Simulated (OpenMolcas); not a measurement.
**One shape, several levels: triplet SiHCl**

Aim: a comparison of 6 runs (UHF/3-21G, UB3LYP/6-31G*, U-r2SCAN/cc-pVTZ, U-revPBE/cc-pVTZ, USVWN5/cc-pVTZ, ROMP2/cc-pVTZ) of triplet SiHCl. 

Program for the calculation: OpenMolcas 26.06.

### 1 Starting point

SiHCl: 3 atoms, total charge 0, spin state triplet. SMILES of the parent species: `[SiH]Cl`. Geometry: relaxed at PBE0-D4/def2-TZVP. That shape belongs to the parent species and isn't relaxed for this state.

Bond lengths: Si1–Cl2 2.077 Å, Si1–H3 1.529 Å. Angles: Cl2–Si1–H3 94.7°.

### 2 A single-point energy at UHF/3-21G (run 1)

Contents of test.inp:

```
&GATEWAY
  BasLib=$CurrDir
  BasisSet
  Si.3-21G....
  Si1 -0.548300 0.570970 -0.233910 angstrom
  End of Basis
  BasisSet
  Cl.3-21G....
  Cl2 1.275420 0.352820 0.736230 angstrom
  End of Basis
  BasisSet
  H.3-21G....
  H3 -0.727130 -0.923790 -0.502320 angstrom
  End of Basis

&SEWARD

&SCF
  UHF
  Spin=3
  Thresholds=1e-10 1e-07 1e-07 1e-05
  PrOrbitals=1 2
```

The basis set 3-21G is read from a file made from the Basis Set Exchange's data (not shown).

Run with:

```sh
$ export MOLCAS_MEM=1860
$ pymolcas test.inp > test.log
```

The log of the run:

```text
--- Start Module: gateway ---
[...]
--- Stop Module: gateway /rc=_RC_ALL_IS_WELL_ ---
--- Start Module: seward ---
[...]
      Basis functions           28
--- Stop Module: seward /rc=_RC_ALL_IS_WELL_ ---
[...]
--- Start Module: scf ---
[...]
       Convergence after  19 Iterations
[...]
::    Total SCF energy                               -745.2292993851
[...]
      Total spin, S                                     1.0015257449
[...]
      Total electronic charge=   32.000000
      Total            charge=   -0.000000
[...]
      Dipole Moment (debye):
      Origin of the operator (angstrom)=    0.4461    0.4281    0.2923
                   X= -2.9399E+00               Y=  8.8007E-01               Z= -1.5035E+00           Total=  3.4173E+00
      Quadrupole Moment (debye*angstrom):
[...]
--- Stop Module: scf /rc=_RC_ALL_IS_WELL_ ---
[...]
```

It took 5.4 s on 1 thread of AMD EPYC 7R43 (Zen 3), shared host; peak memory 0.36 GiB.

### 3 A single-point energy at UB3LYP/6-31G(d) (spherical functions) (run 2)

Contents of geom.xyz:

```xyz
3

Si    -0.548300     0.570970    -0.233910
Cl     1.275420     0.352820     0.736230
H     -0.727130    -0.923790    -0.502320
```

Contents of calc.inp:

```
* ClHSi Kohn-Sham DFT

&GATEWAY
 BASLIB
 $CurrDir
 COORD
 geom.xyz
 BASIS
 6-31Gs
 GROUP
 NoSym

&SEWARD
 GRIDINPUT
 Grid=UltraFine
 End of Grid

&SCF
 UHF
 SPIN
 3
 KSDFT
 B3LYP
 THRESHOLDS
 1e-10 1e-07 1e-07 1e-05
 PRORBITALS
 1 1
```

The basis set 6-31G* is read from a file made from the Basis Set Exchange's data (not shown).

Run with:

```sh
$ export MOLCAS_MEM=1860
$ pymolcas calc.inp > calc.log
```

The log of the run:

```text
--- Start Module: gateway ---
[...]
--- Stop Module: gateway /rc=_RC_ALL_IS_WELL_ ---
--- Start Module: seward ---
[...]
      Basis functions           38
--- Stop Module: seward /rc=_RC_ALL_IS_WELL_ ---
[...]
--- Start Module: scf ---
[...]
       Convergence after  20 Iterations
[...]
::    Total KS-DFT energy                            -750.2131138741
[...]
      Total spin, S                                     1.0009446106
[...]
      Total electronic charge=   32.000000
      Total            charge=   -0.000000
[...]
      Dipole Moment (debye):
      Origin of the operator (angstrom)=    0.4461    0.4281    0.2923
                   X= -1.3853E+00               Y=  2.1156E-01               Z= -7.3167E-01           Total=  1.5808E+00
      Quadrupole Moment (debye*angstrom):
[...]
--- Stop Module: scf /rc=_RC_ALL_IS_WELL_ ---
[...]
```

Run time: 20 s. Hardware: 1 thread of AMD EPYC 7R43 (Zen 3), shared host; peak memory 0.37 GiB.

Run 3 isn't shown in full; the table further down has it.

### 4 A single-point energy at U-revPBE/cc-pVTZ (run 4)

Contents of mol.input:

```
>>> EXPORT MOLCAS_PRINT=2

&gateway
  baslib=$CurrDir
  coord
  3
  angstrom
  Si      -0.548300       0.570970      -0.233910
  Cl       1.275420       0.352820       0.736230
  H       -0.727130      -0.923790      -0.502320
  basis=cc-pVTZ
  group=NoSym

&seward
  gridinput
  Grid=UltraFine
  End of Grid

&scf
  uhf
  spin=3
  ksdft=revPBE
  thresholds=1e-10 1e-07 1e-07 1e-05
  prorbitals=1 1
```

The basis set cc-pVTZ is read from a file made from the Basis Set Exchange's data (not shown).

Run with:

```sh
$ export MOLCAS_MEM=1860
$ pymolcas mol.input > mol.log
```

The log of the run:

```text
--- Start Module: gateway ---
[...]
--- Stop Module: gateway /rc=_RC_ALL_IS_WELL_ ---
--- Start Module: seward ---
[...]
      Basis functions           82
--- Stop Module: seward /rc=_RC_ALL_IS_WELL_ ---
[...]
--- Start Module: scf ---
[...]
       Convergence after  18 Iterations
[...]
::    Total KS-DFT energy                            -750.1149908396
[...]
      Total spin, S                                     1.0011526347
[...]
      Total electronic charge=   32.000000
      Total            charge=   -0.000000
[...]
      Dipole Moment (debye):
      Origin of the operator (angstrom)=    0.4461    0.4281    0.2923
                   X= -9.5116E-01               Y=  1.8212E-01               Z= -4.9817E-01           Total=  1.0891E+00
      Quadrupole Moment (debye*angstrom):
[...]
--- Stop Module: scf /rc=_RC_ALL_IS_WELL_ ---
[...]
```

It took 42 s on 1 thread of AMD EPYC 7R43 (Zen 3), shared host; peak memory 0.45 GiB.

Run 5 isn't shown in full; the table further down has it.

### 5 A single-point energy at ROMP2/cc-pVTZ (run 6)

Contents of mol.inp:

```
&GATEWAY
  BasLib=$CurrDir
  Coord
  3
  angstrom
  Si      -0.548300       0.570970      -0.233910
  Cl       1.275420       0.352820       0.736230
  H       -0.727130      -0.923790      -0.502320
  Basis=cc-pVTZ
  Group=NoSym

&SEWARD

&SCF
  UHF
  Spin=3
  Thresholds=1e-10 1e-07 1e-07 1e-05
  PrOrbitals=1 1

&RASSCF
  FileOrb=$Project.UnaOrb
  Spin=3
  Nactel=2 0 0
  Inactive=15
  Ras2=2
  OutOrbitals=Canonical
  OrbListing=Nothing

&CASPT2
  IPEA=0.0
  Frozen=10
```

The basis set cc-pVTZ is read from a file made from the Basis Set Exchange's data (not shown).

Run with:

```sh
$ export MOLCAS_MEM=1860
$ pymolcas mol.inp > mol.log
```

The log of the run:

```text
--- Start Module: gateway ---
[...]
--- Stop Module: gateway /rc=_RC_ALL_IS_WELL_ ---
[...]
      Basis functions           82
[...]
       Convergence after  20 Iterations
[...]
::    Total SCF energy                               -749.0031326129
[...]
      Total spin, S                                     1.0028241624
[...]
--- Start Module: rasscf ---
[...]
      Number of active orbitals                  2
[...]
      Spin quantum number                      1.0
[...]
      Active orbitals                            2
[...]
      Number of CSFs                             1
[...]
      Number of root(s) required                 1
[...]
      Convergence after  9 iterations
[...]
      printout of CI-coefficients larger than  0.05 for root  1
      energy=    -749.000683
      conf/sym  11     Coeff  Weight
             1  uu   1.00000 1.00000
      Natural orbitals and occupation numbers for root  1
      sym 1:   1.000000   1.000000
      ************************************************************************************************************************
      *                                                    Final results                                                     *
[...]
::    RASSCF root number  1 Total energy:   -749.00068319
[...]
      Total electronic charge=   32.000000
      Total            charge=   -0.000000
[...]
      Dipole Moment (debye):
      Origin of the operator (angstrom)=    0.4461    0.4281    0.2923
                   X= -1.6061E+00               Y=  5.3537E-01               Z= -8.1512E-01           Total=  1.8790E+00
      Quadrupole Moment (debye*angstrom):
[...]
--- Stop Module: rasscf /rc=_RC_ALL_IS_WELL_ ---
[...]
--- Start Module: caspt2 ---
[...]
 ###    WARNING: User changed nr of frozen orbitals.                         ###
 ###############################################################################
[...]
      E2 (Variational):          -0.2766073001
      Total energy:            -749.2772904875
[...]
      Reference weight:           0.89369
[...]
::    CASPT2 Root  1     Total energy:   -749.27729049
[...]
--- Stop Module: caspt2 /rc=_RC_ALL_IS_WELL_ ---
[...]
```

Run time: 25 s. Hardware: 1 thread of AMD EPYC 7R43 (Zen 3), shared host; peak memory 0.45 GiB.

### 6 Overview of the runs

```tsv
run	level	integration grid	frozen core orbitals	energy (Eh)	dipole moment (D)	HOMO energy (eV)	⟨S²⟩	wall time
1	UHF/3-21G	–	–	-745.229299	3.42	-8.68	2.005	5.4 s
2	UB3LYP/6-31G* (spherical functions)	UltraFine	–	-750.213114	1.58	-5.21	2.003	20 s
3	U-r2SCAN/cc-pVTZ	UltraFine	–	-750.201792	1.27	-4.82	2.006	57 s
4	U-revPBE/cc-pVTZ	UltraFine	–	-750.114991	1.09	-4.44	2.003	42 s
5	USVWN5/cc-pVTZ	UltraFine	–	-747.607645	1.05	-4.42	2.002	31 s
6	ROMP2/cc-pVTZ	–	10	-749.277290	–	–	–	25 s
```

### 7 Summary of results

| quantity | value |
| --- | --- |
| run 6: total energy | -749.27729 Eh |

What this shows: Over runs 1, 2, 3, 4, 5 the dipole moment (its size) runs from 1.05 D (USVWN5/cc-pVTZ) to 3.42 D (UHF/3-21G). The two ends differ in method and basis. Totals of different functionals can't be ranked against each other. All runs together took 3 min, the longest 57 s.
